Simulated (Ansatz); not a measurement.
Input file:

```yaml
crystal:
  periodic: [false, false, false]
  atoms:
    - {symbol: Si, position_ang: [-0.211163, 0.000000, 0.480022]}
    - {symbol: B, position_ang: [0.517729, 0.000000, -1.423771]}
    - {symbol: H, position_ang: [0.330839, 0.000000, 1.895677]}
basis:
  gaussian: {orbitals: 6-31G}
magnetization: {spin_polarized: false}
correlation: {method: ccsdtq, electrons: outside_noble_gas}
```

```sh
$ ansatz run in.yaml --threads 1 --pin off --events-out ev --progress --plain --max-ram 2393MiB
```

Output:

```
509 factors; integrals over basis functions are off by at most 1.2e-7 eV
mean field evaluation 1: about -8540.5203 eV, gradient 1.1e1 eV
mean field evaluation 2: about -8540.5215 eV, gradient 1.1e1 eV
mean field evaluation 4: about -8541.4384 eV, gradient 1.5e0 eV
mean field evaluation 8: about -8541.4834 eV, gradient 2.1e-1 eV
mean field evaluation 16: about -8541.5291 eV, gradient 4.5e-1 eV
mean field evaluation 32: about -8541.4818 eV, gradient 2.1e-1 eV
mean field evaluation 64: about -8541.8361 eV, gradient 7.6e-1 eV
mean field evaluation 96: about -8541.4860 eV, gradient 1.5e-1 eV
mean field evaluation 128: about -8541.8967 eV, gradient 2.6e-2 eV
mean field evaluation 160: about -8537.5068 eV, gradient 1.3e-2 eV
mean field -8541.89672438 eV, -313.9089147156 hartree, gradient 1.6e-6 eV, S^2 0.000000; 8 other end points of the search recorded, 0 dependent functions left out; unrestricted orbitals would lower it
determinant -8541.89672438 eV, -313.9089147156 hartree, with singles and doubles -8545.06379075 eV, -314.0253022578 hartree
determinant -8541.48651277 eV, -313.8938397168 hartree, with singles and doubles -8545.64930953 eV, -314.0468196762 hartree
...
cycle  22  -4.52288139 eV  change   -1.7e-5 eV  update   3.7e-5
cycle  23  -4.52290904 eV  change   -2.8e-5 eV  update   2.6e-5
cycle  24  -4.52288255 eV  change    2.6e-5 eV  update   1.6e-5
cycle  25  -4.52287742 eV  change    5.1e-6 eV  update   1.0e-5
cycle  26  -4.52286500 eV  change    1.2e-5 eV  update   6.8e-6
cycle  27  -4.52285824 eV  change    6.8e-6 eV  update   3.1e-6
cycle  28  -4.52285722 eV  change    1.0e-6 eV  update   1.8e-6
cycle  29  -4.52285786 eV  change   -6.4e-7 eV  update   9.4e-7
cycle  30  -4.52285872 eV  change   -8.5e-7 eV  update   6.1e-7
cycle  31  -4.52285876 eV  change   -4.0e-8 eV  update   3.5e-7
Total energy: -8546.00937153 eV, -314.0600517104 hartree
```

For the same geometry and basis full CI lies 3.2 meV lower.

Ran on 1 thread of Arm Neoverse V1, shared host: 11 s wall, 0.15 GiB peak host memory.
